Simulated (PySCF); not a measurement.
# SiH2OF (SMILES O[SiH]F): UM06-2X/STO-3G

What is the vertical doublet–quartet gap of SiH2OF at UM06-2X/STO-3G? Input form: a Python script.

Program for the calculation: PySCF 2.14.0.

12 further runs of the same task are left out: 1 that didn't finish, 11 set aside as unsound or not needed.

## Step 1: The system as given

SiH2OF has 5 atoms, charge 0, and is taken as a doublet. SMILES: `O[SiH]F`. The coordinates come from a PBE0-D4/def2-TZVP relaxation. This is one conformer, not always the lowest.

Bond lengths: O1–Si2 1.636 Å, Si2–F3 1.603 Å, O1–H4 0.959 Å, Si2–H5 1.490 Å. Angles: O1–Si2–F3 110.5°, O1–Si2–H5 105.3°, F3–Si2–H5 107.6°, Si2–O1–H4 119.2°.

## Step 2: A single-point energy at UM06-2X/STO-3G

Input file run.py:

```python
from pyscf import gto, dft

mol = gto.Mole()
mol.atom = '''
O       -0.615200      -0.884600      -0.276300
Si       0.283900       0.245700       0.493100
F        0.207000       1.646500      -0.283100
H       -1.564500      -0.765100      -0.338000
H        1.688800      -0.242600       0.404400
'''
mol.basis = 'sto-3g'
mol.verbose = 3
mol.spin = 1
mol.max_memory = 1860
mol.build()

mf = dft.UKS(mol)
mf.xc = 'm06-2x'
mf.grids.level = 5
mf.conv_tol = 1e-10
mf.kernel()
if not mf.converged:
    mf = mf.newton().run(mf.mo_coeff, mf.mo_occ)

energy = mf.e_tot
print(f'total energy: {energy:.8f} hartree')
```

Command:

```console
$ OMP_NUM_THREADS=1 python run.py
```

Output:

```text
WARN: HOMO -0.128156389213844 >= LUMO -0.128156389213845

converged SCF energy = -459.861383632839  <S^2> = 0.75205594  2S+1 = 2.0020549
total energy: -459.86138363 hartree
```

Wall time 8.7 s (1 thread of Arm Neoverse V1, shared host); peak memory 0.22 GiB.

## Step 3: The quartet, same level

Input file run.py:

```python
from pyscf import gto, dft

mol = gto.M(
    atom=[
    ('O', (-0.615200, -0.884600, -0.276300)),
    ('Si', (0.283900, 0.245700, 0.493100)),
    ('F', (0.207000, 1.646500, -0.283100)),
    ('H', (-1.564500, -0.765100, -0.338000)),
    ('H', (1.688800, -0.242600, 0.404400)),
],
    basis='sto-3g',
    charge=0,
    spin=3,
    verbose=3,
    max_memory=1860,
)

ks = dft.UKS(mol, xc='m06-2x')
ks.grids.level = 5
ks.conv_tol = 1e-10
ks.kernel()
if not ks.converged:
    ks = ks.newton().run(ks.mo_coeff, ks.mo_occ)

etot = ks.e_tot
print('Final energy', etot)
```

Command:

```console
$ OMP_NUM_THREADS=1 python run.py
```

Output:

```text
WARN: HOMO 0.181290342464364 >= LUMO -0.435037571859638

WARN: HOMO 0.234392291224158 >= LUMO 0.00267775343363064

WARN: HOMO 0.192516714534444 >= LUMO -0.0874691138575456

WARN: HOMO 0.191554176241681 >= LUMO -0.0670701070012557

WARN: HOMO 0.164909264264093 >= LUMO -0.0515025620366214

WARN: HOMO 0.149378400480855 >= LUMO -0.0389208658954617

WARN: HOMO 0.135614985887034 >= LUMO -0.0250372603870737

WARN: HOMO 0.136009606024132 >= LUMO -0.0191789288027385

WARN: HOMO 0.132801588684332 >= LUMO -0.0170133852655506

WARN: HOMO 0.132530789937545 >= LUMO -0.0164049082077758

WARN: HOMO 0.132374383066415 >= LUMO -0.014918360097282

WARN: HOMO 0.132374467122142 >= LUMO -0.0154300949699367

WARN: HOMO 0.132623931424309 >= LUMO -0.0155425758626865

WARN: HOMO 0.132452338266343 >= LUMO -0.0154856362773813

WARN: HOMO 0.132522590043077 >= LUMO -0.015621414864206

WARN: HOMO 0.132514562980486 >= LUMO -0.0155924156636571

WARN: HOMO 0.132514003660084 >= LUMO -0.015594143438647

WARN: HOMO 0.132514437579666 >= LUMO -0.0155949227450426

WARN: HOMO 0.13251422064703 >= LUMO -0.0155941159378026

converged SCF energy = -459.487395115264  <S^2> = 3.7508911  2S+1 = 4.0004455
Final energy -459.4873951152641
```

It took 13 s on 1 thread of Arm Neoverse V1, shared host; peak memory 0.22 GiB.

## Step 4: Summary of results

Level: UM06-2X/STO-3G.

| quantity | value |
| --- | --- |
| doublet: total energy | -459.86138 Eh |
| doublet: dipole moment | 1.51 D |
| doublet: HOMO energy (highest over α and β) | -3.30 eV |
| doublet: LUMO energy (lowest over α and β) | 2.71 eV |
| doublet: ⟨S²⟩ | 0.752 |
| quartet: total energy | -459.48740 Eh |
| quartet: dipole moment | 1.68 D |
| quartet: ⟨S²⟩ | 3.751 |
| vertical energy of the quartet above the doublet | 10.177 eV |

In words: At this shape the quartet lies 10.18 eV (982 kJ/mol) above the doublet. In a minimal basis such a difference can be off by several eV, whatever the method. Mulliken charges (quartet) run from -0.24 on F3 to +0.44 on Si2; they depend strongly on the basis.
